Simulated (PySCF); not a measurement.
Compound: acetyl fluoride, C2H3FO.
SMILES: `CC(=O)F`

Method used: PBE0-D3(BJ)/def2-TZVP geometry optimisation, gas phase in PySCF.

Take the most abundant isotopes and a rigid rotor. 

Question: Give the principal moments of inertia and the rotational constants in GHz.

Answer: Ia = 45.40, Ib = 51.67, Ic = 93.95 u·Å²; 505379 MHz·u·Å²/I gives 11133, 9781 and 5379 MHz, that is A = 11.133, B = 9.7813, C = 5.3794 GHz.

Question: Classify the top.

Answer: An asymmetric top: κ = (2 × 9781 − 11133 − 5379)/(11133 − 5379) = 0.53.

Question: Is it planar, by Δ = Ic − Ia − Ib?

Answer: Not planar: Δ = Ic − Ia − Ib = -3.12 u·Å². For a rigid frame Δ = −2 Σ m c², so Σ m c² = 1.56 u·Å² lies off the ab plane, practically all of it from hydrogen. The atom farthest from that plane is 0.96 Å away.

Question: Give the other two planar moments, Paa and Pbb, and the rms extents of the mass along the axes.

Answer: Paa = Σ m a² = (Ib + Ic − Ia)/2 = 50.11 and Pbb = Σ m b² = (Ia + Ic − Ib)/2 = 43.84 u·Å². With the mass M = 62.02 u, the rms extents √(P/M) along a, b and c are 0.90, 0.84, 0.16 Å.

Question: Give the coordinates in the principal-axis frame, origin at the centre of mass.

Answer: The sense of each axis is arbitrary; atoms in the order of the calculation.
```csv
atom,mass (u),a (Å),b (Å),c (Å)
C1,12.000,-1.454,-0.046,-0.001
C2,12.000,0.019,0.156,-0.004
O3,15.995,0.632,1.164,0.001
F4,18.998,0.663,-1.032,0.001
H5,1.008,-1.736,-0.764,-0.772
H6,1.008,-1.958,0.904,-0.154
H7,1.008,-1.748,-0.468,0.963
```

Question: List the rotational levels J(Ka,Kc) to J = 5 (MHz).

Answer: Above 0(0,0):
J = 1: 1(0,1) 15161, 1(1,1) 16512, 1(1,0) 20914
J = 2: 2(0,2) 42165, 2(1,2) 42432, 2(1,1) 55637, 2(2,1) 59691, 2(2,0) 63008
J = 3: 3(0,3) 79600, 3(1,3) 79633, 3(1,2) 103904, 3(2,2) 105173, 3(2,1) 116539, 3(3,1) 124612, 3(3,0) 126753
J = 4: 4(0,4) 127686, 4(1,4) 127690, 4(1,3) 162613, 4(2,3) 162842, 4(2,2) 185565, 4(3,2) 189038, 4(3,1) 198134, 4(4,1) 211417, 4(4,0) 212615
J = 5: 5(0,5) 186517, 5(1,5) 186517, 5(1,4) 231639, 5(2,4) 231670, 5(2,3) 265917, 5(3,3) 266792, 5(3,2) 287097, 5(4,2) 294197, 5(4,1) 300845, 5(5,1) 320238, 5(5,0) 320840
The levels of one J sum to (2J + 1)J(J + 1)(A + B + C)/3.

Question: Which lines would a microwave search look for?

Answer: The dipole components are |μa| = 2.81 D, |μb| = 0.94 D, |μc| = 0.02 D. Intensities carry the squares of the components, which stand as 1.00 : 0.11 : 0.00 (a : b : c). Some lines, for components of 0.1 D or more:

| type | branch | J(Ka,Kc) | MHz | lower level (cm⁻¹) |
| --- | --- | --- | --- | --- |
| a | Q | 4(4,0) ← 4(4,1) | 1198 | 7.052 |
| a | Q | 3(2,1) ← 3(2,2) | 11365 | 3.508 |
| b | Q | 5(4,1) ← 5(3,2) | 13748 | 9.577 |
| b | Q | 3(3,1) ← 3(2,2) | 19439 | 3.508 |
| b | Q | 4(2,2) ← 4(1,3) | 22953 | 5.424 |
| b | R | 3(2,2) ← 2(1,1) | 49536 | 1.856 |
| a | R | 4(1,3) ← 3(1,2) | 58708 | 3.466 |
| b | R | 3(3,0) ← 2(2,1) | 67062 | 1.991 |
| a | R | 4(2,2) ← 3(2,1) | 69027 | 3.887 |
| b | R | 5(4,2) ← 4(3,1) | 96063 | 6.609 |

No frequency check. These are rigid-rotor constants of the computed structure; measured ground-state constants (B0) also hold zero-point vibration. A rigid rotor knows nothing of internal rotation, which can split or shift real lines.
